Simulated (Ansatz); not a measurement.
## Scan of [H···H···OH], doublet

Starting geometry:

```xyz
4

H    -2.0563    0.0498    0.0000
H    -1.3113    0.0498    0.0000
O     0.1847    0.0498    0.0000
H     0.4365   -0.8901    0.0000
```

From there H2 is moved from one fragment to the other while all else, the fragments' distance too, stays fixed, so the hump isn't the reaction's barrier; atoms are numbered as listed. Energies are in eV, counted from the starting geometry at the same level. Kohn–Sham curves are unrestricted where that lies lower.

Basis cc-pVDZ; Ansatz 0.2.0. Only valence electrons are correlated (noble-gas cores frozen). R marks a restricted (for open shells ROHF) determinant, U an unrestricted one.

Full CI isn't at hand for all of this; UCCSDTQ serves as the reference, and is uncertain by about the last step of the cluster series.

| distance H1-H2 (Å) | wB97M-V |
| --- | --- |
| 0.745 | 0.000 |
| 0.817 | -0.024 |
| 0.962 | 0.004 |
| 1.106 | -0.219 |
| 1.251 | -0.502 |

Estimate the UCCSDTQ curve in cc-pVDZ from this one, knowing how wB97M-V errs.

The computed UCCSDTQ values, in eV from the starting point, and the error of wB97M-V against them:
```
distance H1-H2 (Å)  UCCSDTQ  wB97M-V less UCCSDTQ
             0.745    0.000                 0.000
             0.817    0.017                -0.041
             0.962    0.102                -0.098
             1.106   -0.160                -0.060
             1.251   -0.517                 0.015
```

The error spans 0.114 eV and is largest, -0.098 eV, at 0.962 Å.

In so small a basis the reference is far from its limit while semilocal and hybrid functionals are nearer theirs, so the functionals' errors here hold much of the reference's basis and frozen-core error, which can add to them or hide them.
